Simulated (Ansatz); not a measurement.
Basis-set extrapolation for CF (`[C]F`) radical (PBE0-D4/def2-TZVP geometry, frozen core, the Gaussian-basis code of Ansatz). Multiplicity 2, UHF reference.

```json
{"": "HF", "cc-pV(T+d)Z": "-137.225041", "cc-pV(Q+d)Z": "-137.235803"}
{"": "MP2 correlation", "cc-pV(T+d)Z": "-0.352079", "cc-pV(Q+d)Z": "-0.382526"}
{"": "CCSD(T) correlation", "cc-pV(T+d)Z": "-0.379437", "cc-pV(Q+d)Z": "-0.408653"}
```

Energies in hartree. Use E(X) = E(∞) + A·exp(−5.46·√X) for Hartree–Fock and E(X) = E(∞) + B·X^(−3.05) for correlation, with X = 3 and 4.

Problem. What is the CCSD(T) energy at the basis-set limit?

Solution. HF limit: -137.235803 + (-0.010762) × 0.30130 = -137.23905. Correlation limit: -0.408653 + (-0.029216) × 0.71189 = -0.42945. Total: -137.66850 hartree, 168.1 kJ/mol below CCSD(T)/cc-pV(T+d)Z.
